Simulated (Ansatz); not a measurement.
**SeBr, doublet: reading a ladder of total energies**

Geometry: that of the SeBr⁻, singlet, kept fixed.

```xyz
2

Se    0.0000    0.0000    0.0000
Br    0.0000    0.0000    2.3810
```

Basis aug-cc-pVDZ; Ansatz 0.2.0. Correlated methods freeze the noble-gas cores and the filled d shells of p-block atoms, which leaves 13 electrons in 44 orbitals. Prefix R: restricted or restricted open-shell reference; prefix U: unrestricted. No spin–orbit coupling is included, and no scalar relativity.

Full CI isn't at hand for all of this; UCCSDT(Q) serves as the reference, and is uncertain by the last step of the cluster series or more.

UCCSD has a T1 diagnostic of 0.023 and a largest doubles amplitude of 0.08.

Runs differ by some tens of microhartree through their thresholds and, for an open shell, their frozen cores, so steps under 0.03 kcal/mol mean nothing.

```tsv
level	total energy (hartree)
UHF	-4972.197491
UMP2	-4972.415261
UCCSD	-4972.441661
UCCSD(T)	-4972.449857
UCCSDT	-4972.450906
UCCSDT(Q)	-4972.451660
```

Q: What is the correlation energy at UCCSDT(Q), and what share of it do UMP2 and UCCSD recover?

A: E(corr) = -4972.451660 − (-4972.197491) = -0.254169 hartree = -6.916 eV. UMP2: -0.217770 / -0.254169 = 85.68 %. UCCSD: -0.244170 / -0.254169 = 96.07 %.

Q: By how many kcal/mol does UCCSD(T) miss UCCSDT(Q) (1 hartree = 627.509 kcal/mol), and which steps make up the rest?

A: -4972.449857 − (-4972.451660) = 0.001803 hartree = 1.13 kcal/mol. Steps: UCCSDT − UCCSD(T) = -0.66, UCCSDT(Q) − UCCSDT = -0.47 kcal/mol. Differences between like states or geometries often cancel part of this.
